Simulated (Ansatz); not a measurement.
Born–Oppenheimer molecular dynamics of H₄O₂Si (7 atoms, charge 0, multiplicity 1). It starts from a relaxed structure.

Method: RKS PBE-D4/6-31G (Ansatz).

```
ensemble                      : NVE (velocity Verlet)
time step                     : 0.5 fs
steps asked                   : 150
starting velocities drawn for : 500 K
masses                        : H 2.014 u
seed                          : 441681
```

Frames 2.5 fs apart, positions in Å, forces in eV/Å.

Velocities at 30 fs (Å/ps):

```
Si -0.36 0.37 1.96
H 0.92 2.08 -18.48
O 0.17 3.58 -1.14
H -2.83 -16.38 4.42
O 0.78 -3.48 -0.23
H 5.38 16.40 2.06
H -5.92 -8.02 -4.42
```

```xyz
7
Properties=species:S:1:pos:R:3:forces:R:3 time_fs=30 energy_less_start_eV=0.184 T=216
Si -0.124 -0.156 0.230 2.29 0.24 0.47
H -0.078 0.009 1.776 -0.08 -0.03 -0.88
O 1.568 -0.099 -0.434 -1.16 0.01 0.78
H 1.845 -0.836 -1.017 0.03 -0.21 -0.15
O -0.900 1.224 -0.374 -0.76 0.68 -0.16
H -1.093 1.358 -1.326 0.08 0.01 0.09
H -0.728 -1.426 -0.228 -0.39 -0.69 -0.15
7
Properties=species:S:1:pos:R:3:forces:R:3 time_fs=32.5 energy_less_start_eV=0.155 T=260
Si -0.123 -0.155 0.235 1.89 -0.36 -0.68
H -0.077 0.014 1.720 -0.08 0.05 0.05
O 1.566 -0.091 -0.436 -0.80 -0.90 0.12
H 1.836 -0.875 -1.005 -0.24 0.66 0.47
O -0.899 1.216 -0.375 -0.78 0.78 -0.10
H -1.079 1.399 -1.319 0.10 -0.07 0.07
H -0.748 -1.454 -0.240 -0.09 -0.14 0.07
7
Properties=species:S:1:pos:R:3:forces:R:3 time_fs=35 energy_less_start_eV=0.195 T=199
Si -0.117 -0.155 0.239 1.34 -0.81 -2.00
H -0.078 0.021 1.667 -0.05 0.15 1.17
O 1.562 -0.086 -0.437 -0.67 -1.14 0.01
H 1.822 -0.897 -0.981 -0.21 0.83 0.50
O -0.902 1.212 -0.376 -0.72 0.72 0.10
H -1.061 1.437 -1.311 0.10 -0.11 -0.05
H -0.770 -1.486 -0.250 0.21 0.36 0.27
7
Properties=species:S:1:pos:R:3:forces:R:3 time_fs=37.5 energy_less_start_eV=0.214 T=170
Si -0.109 -0.157 0.238 0.78 -0.84 -2.47
H -0.081 0.032 1.647 -0.04 0.18 1.60
O 1.554 -0.085 -0.438 -0.80 -0.49 0.43
H 1.802 -0.896 -0.943 0.16 0.10 -0.06
O -0.907 1.210 -0.377 -0.61 0.56 0.26
H -1.040 1.473 -1.304 0.10 -0.14 -0.13
H -0.786 -1.509 -0.253 0.40 0.64 0.37
7
Properties=species:S:1:pos:R:3:forces:R:3 time_fs=40 energy_less_start_eV=0.172 T=235
Si -0.099 -0.160 0.232 0.22 -0.45 -1.61
H -0.085 0.047 1.672 -0.04 0.05 0.88
O 1.544 -0.085 -0.438 -0.81 0.28 0.79
H 1.786 -0.893 -0.907 0.55 -0.75 -0.62
O -0.914 1.210 -0.377 -0.49 0.41 0.26
H -1.016 1.504 -1.301 0.13 -0.19 -0.06
H -0.790 -1.512 -0.244 0.46 0.65 0.35
7
Properties=species:S:1:pos:R:3:forces:R:3 time_fs=42.5 energy_less_start_eV=0.122 T=312
Si -0.089 -0.164 0.223 -0.38 0.19 -0.17
H -0.090 0.065 1.722 -0.03 -0.13 -0.23
O 1.531 -0.085 -0.434 -0.23 -0.13 0.32
H 1.786 -0.909 -0.887 0.49 -0.35 -0.40
O -0.923 1.212 -0.376 -0.37 0.27 0.18
H -0.988 1.530 -1.299 0.14 -0.24 0.06
H -0.781 -1.497 -0.225 0.37 0.41 0.23
7
Properties=species:S:1:pos:R:3:forces:R:3 time_fs=45 energy_less_start_eV=0.151 T=267
Si -0.079 -0.167 0.214 -0.93 0.91 1.04
H -0.096 0.078 1.766 0.01 -0.26 -0.98
O 1.517 -0.086 -0.430 0.72 -1.09 -0.50
H 1.800 -0.934 -0.878 0.16 0.65 0.16
O -0.934 1.215 -0.374 -0.22 0.09 0.16
H -0.956 1.548 -1.296 0.13 -0.24 0.09
H -0.761 -1.471 -0.199 0.14 -0.05 0.04
7
Properties=species:S:1:pos:R:3:forces:R:3 time_fs=47.5 energy_less_start_eV=0.206 T=182
Si -0.071 -0.169 0.207 -1.29 1.55 1.76
H -0.102 0.084 1.783 0.05 -0.30 -1.24
O 1.506 -0.090 -0.427 1.35 -1.30 -0.86
H 1.820 -0.941 -0.866 0.01 0.94 0.30
O -0.946 1.218 -0.372 -0.07 -0.10 0.20
H -0.920 1.560 -1.290 0.10 -0.19 0.02
H -0.737 -1.446 -0.173 -0.14 -0.58 -0.17
7
Properties=species:S:1:pos:R:3:forces:R:3 time_fs=50 energy_less_start_eV=0.191 T=205
Si -0.066 -0.168 0.203 -1.44 1.78 1.85
H -0.106 0.081 1.763 0.08 -0.26 -1.04
O 1.500 -0.099 -0.427 1.30 -0.50 -0.58
H 1.840 -0.923 -0.846 0.26 0.21 -0.08
O -0.957 1.221 -0.369 0.06 -0.23 0.16
H -0.881 1.565 -1.284 0.05 -0.13 -0.01
H -0.717 -1.438 -0.151 -0.32 -0.86 -0.29
7
Properties=species:S:1:pos:R:3:forces:R:3 time_fs=52.5 energy_less_start_eV=0.144 T=278
Si -0.064 -0.163 0.203 -1.47 1.30 1.19
H -0.107 0.070 1.713 0.09 -0.12 -0.35
O 1.498 -0.110 -0.430 0.82 0.58 -0.05
H 1.869 -0.899 -0.829 0.64 -0.77 -0.57
O -0.969 1.223 -0.365 0.19 -0.24 -0.01
H -0.841 1.567 -1.278 -0.02 -0.11 0.05
H -0.706 -1.455 -0.137 -0.25 -0.65 -0.27
7
Properties=species:S:1:pos:R:3:forces:R:3 time_fs=55 energy_less_start_eV=0.122 T=311
Si -0.066 -0.155 0.206 -1.37 0.30 -0.05
H -0.106 0.057 1.653 0.08 0.08 0.78
O 1.500 -0.119 -0.433 0.80 0.48 -0.11
H 1.915 -0.895 -0.827 0.36 -0.49 -0.37
O -0.980 1.224 -0.361 0.30 -0.18 -0.20
H -0.801 1.566 -1.270 -0.12 -0.08 0.12
H -0.702 -1.490 -0.131 -0.06 -0.11 -0.16
7
Properties=species:S:1:pos:R:3:forces:R:3 time_fs=57.5 energy_less_start_eV=0.177 T=227
Si -0.070 -0.146 0.208 -1.09 -0.72 -1.13
H -0.103 0.045 1.617 0.07 0.24 1.69
O 1.504 -0.127 -0.436 1.15 -0.28 -0.49
H 1.971 -0.904 -0.835 -0.40 0.47 0.20
O -0.989 1.225 -0.358 0.38 -0.13 -0.30
H -0.765 1.562 -1.259 -0.20 0.00 0.08
H -0.700 -1.529 -0.130 0.11 0.42 -0.04
```

Of the whole run (75 fs, mean temperature of the second half 212 K): The conserved energy stayed within 0.12 meV per atom of its start (net change 0.022 meV per atom), so the integration is sound. Over the second half the temperature averaged 0.42 of the 500 K drawn at the start: a run that starts near a minimum puts about half its kinetic energy into the potential. A run of 0.075 ps of so small a system gives no equilibrium averages. Limits of this set-up: no polarisation functions.

Run time: 2.6 min on 1 thread of Arm Neoverse V2, on a shared host, peak memory 0.084 GiB.
